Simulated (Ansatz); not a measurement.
# SF+ (triplet): the correlation ladder at distance F1–S2 = 2.723 Å, 6-31G

The task here is to estimate one member of a computed series from the others.

Program: Ansatz 0.2.0, Gaussian basis. Level of theory: 6-31G, core rule «outside noble gas», up to 6 orbitals frozen. These are calculated values, not measurements.

The runs, in order: UHF; CCSD(T) on ROHF; CCSD(T) on UHF; BCCD(T) on ROHF; CISD as a restricted active space (open shells left free, so some higher excitations enter); CCSDT(Q) on ROHF; CCSDT(Q) on UHF; CISDTQ; CCSDTQ on ROHF; CCSDTQ on UHF; CASSCF and MRCISD+Q, 4 electrons in 4 orbitals; CASSCF and NEVPT2, 4 electrons in 4 orbitals; CASSCF and MRCISD+Q, 12 electrons in 8 orbitals; CASSCF and NEVPT2, 12 electrons in 8 orbitals; Full CI; Full CI in the symmetry of the determinant.

23 further runs of the same task are left out: 7 for a known fault of the program, 11 that didn't finish, 5 set aside as unsound or not needed. Runs told in other sessions of the task aren't counted.

### What is computed

The geometry derives from a PBE0/def2-TZVP stationary point (not a proven minimum). One bond is set to the value named and the two fragments are kept rigid.

2 atoms, charge 1, spin multiplicity 3.

Atoms are counted from 1 here; the program's logs count them from 0.

No contacts short enough for the rule that draws bonds.

Set-up of the first run:

Contents of in.yaml:

```yaml
crystal:
  periodic: [false, false, false]
  atoms:
    - {symbol: F, position_ang: [0.000000, 0.000000, 0.000000]}
    - {symbol: S, position_ang: [0.000000, 0.000000, 2.723000]}
basis:
  gaussian: {orbitals: 6-31G}
total_charge: 1
magnetization: {spin_polarized: true, initial_magnetization: 2}
hamiltonian: {xc: hf}
output: {orbitals: {seedname: orbitals}}
```

The run is started by

```console
ansatz run in.yaml --threads 1 --pin off --events-out ev --progress --plain --max-ram 2393MiB
```

Steps of the session up to this table: UHF; CCSD(T) on ROHF; CCSD(T) on UHF; BCCD(T) on ROHF; CISD as a restricted active space (open shells left free, so some higher excitations enter); CCSDT(Q) on ROHF; CCSDT(Q) on UHF; CISDTQ; CCSDTQ on ROHF; CCSDTQ on UHF; CASSCF and MRCISD+Q, 4 electrons in 4 orbitals; CASSCF and NEVPT2, 4 electrons in 4 orbitals; CASSCF and MRCISD+Q, 12 electrons in 8 orbitals; CASSCF and NEVPT2, 12 electrons in 8 orbitals; Full CI; Full CI in the symmetry of the determinant.

One of the session's tables, all rows but one given; the rest of the session is left out.

| method | from FCI (meV) |
| --- | --- |
| UHF | +2659.3 |
| UMP2 | +254.2 |
| UCCSD | +10.3 |
| UCCSD(T) | -7.7 |
| UCCSDT | +7.5 |
| UCCSDT(Q) | -5.9 |
| UCCSDTQ | -2.1 |
| CASSCF pair | +2689.9 |
| NEVPT2 pair | +287.4 |
| MRCISD pair | +88.2 |
| MRCISD+Q pair | ? |
| CASSCF valence | +2686.9 |
| NEVPT2 valence | +643.7 |
| MRCISD valence | +90.6 |
| MRCISD+Q valence | +21.9 |
| FCI | 0 |

Q: Estimate the row for MRCISD+Q pair from the others.

The run gave: from FCI (meV): +17.1. In the column «from FCI (meV)» it lies between UCCSD (+10.3) and MRCISD+Q valence (+21.9).

Left out of the table: ROHF, RMP2, CISD, RCCSD, RCCSD(T), BCCD(T), RCCSDT, CISDTQ, RCCSDT(Q), RCCSDTQ (another determinant or state than the rows shown).

Caveats from the session: The determinant of CCSDT(Q) (⟨S²⟩ 3.00) is far from a pure spin state, so its energy mixes those of several spin states; high orders of coupled cluster remove much of that, low ones don't. The determinant of CCSDTQ (⟨S²⟩ 3.00) is far from a pure spin state, so its energy mixes those of several spin states; high orders of coupled cluster remove much of that, low ones don't. The program flags UCCSDT(Q) as in doubt, so those rows may rest on another solution. UCCSD(T), UCCSDT(Q), UCCSDTQ fall below full CI: unrestricted runs freeze a spin-polarised core, another one than full CI's, and coupled cluster isn't variational. Levels on UHF freeze UHF's core orbitals, full CI those of ROHF, so the U rows can settle a little off it for that reason alone.
